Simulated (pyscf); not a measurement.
H₂N–SiH₂–Cl (SMILES N[SiH2]Cl) + H₂O (SMILES O) -> H₂N–SiH(OH)–Cl (SMILES N[SiH](O)Cl) + H₂ (SMILES [H][H]), a four-centre exchange (singlet surface; H–Si, H–O broken, O–Si, H–H formed). Structures and frequencies: ωB97X-D3(BJ)/def2-SVP in PySCF. Energies in kcal/mol from the separated reactants.

Small-basis levels: PySCF, no dispersion term, spherical d functions. 

### Question
In single points MP2/6-31G* puts the saddle at 40.1 kcal/mol and the reaction energy at -27.2 kcal/mol. Should these be trusted to within a few kcal/mol? Compare with ωB97M-D3(BJ)/def2-TZVP.

### Answer
ωB97M-D3(BJ)/def2-TZVP gives ΔE‡ = 33.5 kcal/mol and ΔE = -22.5 kcal/mol. MP2/6-31G* lies 6.6 kcal/mol over it in the barrier and 4.8 kcal/mol under it in the reaction energy, so on this step it does not hold to within 3.0 kcal/mol. ωB97M-D3(BJ)/def2-TZVP has limits of its own. On the reactant side the descent ends in a complex (not fully relaxed), 5.2 kcal/mol under the separated species and 39.2 kcal/mol under the saddle at ωB97X-D3(BJ)/def2-TZVP. At the saddle there is also a short H–Si contact that neither side keeps. The same reactants have a lower exit, to H₂N–SiH₂–OH + HCl (barrier +13.2 kcal/mol at ωB97M-D3(BJ)/def2-TZVP, against +33.5 kcal/mol here). One saddle was located; it need not be the lowest between these sides.
